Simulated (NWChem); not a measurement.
# chlorine (Cl2); SMILES ClCl

```xyz
2

Cl     0.0000     0.0000     1.0215
Cl     0.0000     0.0000    -1.0215
```
Atoms are numbered in this order, from 1.

Program: NWChem. All runs use the structure optimised with B3LYP/6-31G* (spherical d). Level: PBE0/aug-cc-pVDZ; the question gives the wavelength of the field.

Q: Predict the results for field static. Quantities: isotropic polarisability (bohr³); anisotropy (bohr³).

A: 
```json
{
  "isotropic polarisability (bohr³)": "29.5",
  "anisotropy (bohr³)": "18.0"
}
```
